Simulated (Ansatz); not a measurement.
BH$_{2}$, doublet in aug-cc-pVDZ: errors against full CI

Geometry: a point of a stretch scan, not a stationary point.

```csv
atom,x (Å),y (Å),z (Å)
B,0.0000,-0.0944,0.0304
H,0.0000,0.5975,-1.4333
H,0.0000,0.4147,1.1074
```

Basis aug-cc-pVDZ; Ansatz 0.2.0. Only valence electrons are correlated (noble-gas cores frozen), which leaves 5 electrons in 40 orbitals. Prefix R: restricted or restricted open-shell reference; prefix U: unrestricted. Active spaces: pair = (3e, 3o) about the gap; valence = (5e, 6o) chosen from the atoms' valence shells.

Full CI is exact within this basis and frozen core; it isn't the basis-set limit. The frozen core follows each run's orbitals, which can shift R against U totals by a few meV.

For open shells CISD is restricted-active-space CI with the open shells as a complete middle space.

```
UHF ⟨S²⟩                          : 0.754
T1 diagnostic (RCCSD)             : 0.0190
largest doubles amplitude (RCCSD) : 0.054
T1 diagnostic (UCCSD)             : 0.0139
```

```tsv
level	E − E(RHF) (eV)
UHF	-0.0367
RMP2	-1.9766
UMP2	-1.9798
RCCSD	-2.6120
UCCSD	-2.6130
RCCSD(T)	-2.6644
UCCSD(T)	-2.6647
```

**Question.** Estimate how far full CI in aug-cc-pVDZ lies from RCCSD(T). The table doesn't fix it; the size of (T) and the diagnostics are the guide.

**Answer.** Full CI in aug-cc-pVDZ lies 19 meV below RCCSD(T), which is 37 % of the (T) step (-52 meV). The diagnostics give no warning, yet the rest is a sizeable part of (T).

The other levels:

```
                     level  E − E(full CI) (meV)  share of correlation (%)  wall time
                      CISD                   136                     94.94     0.48 s
                   BCCD(T)                    19                     99.27     0.78 s
                    RCCSDT                     1                     99.95          –
                    UCCSDT                     1                     99.96          –
                 RCCSDT(Q)                     0                     99.99      5.5 s
                 UCCSDT(Q)                     0                    100.00      4.9 s
       CASSCF (pair space)                  2035                     24.18          –
       NEVPT2 (pair space)                   596                     77.79     0.42 s
       MRCISD (pair space)                    88                     96.73          –
     MRCISD+Q (pair space)                    -3                    100.10     0.57 s
    CASSCF (valence space)                  1417                     47.21          –
    NEVPT2 (valence space)                   493                     81.62     0.45 s
NEVPT4(SD) (valence space)                   113                     95.79     0.72 s
    MRCISD (valence space)                    69                     97.44          –
  MRCISD+Q (valence space)                    25                     99.06     0.81 s
```

The correlation energy at full CI, counted from RHF, is -2.684 eV. That run took 33 s on 1 thread of Arm Neoverse V2, shared host over 3,897,078 determinants.

Times hold each run's SCF and search for its determinant on a shared host, so for small cases they say little of a method's own cost; they ran on 1 thread of Arm Neoverse V2.

The full-CI state has the irrep A' of Cs, in the program's axes.

Natural occupations of full CI about the gap: 1.953 1.924 0.986 0.049 0.022 0.018 0.009 0.007 0.007 0.006; effectively unpaired electrons, Σ n²(2−n)², 1.04.
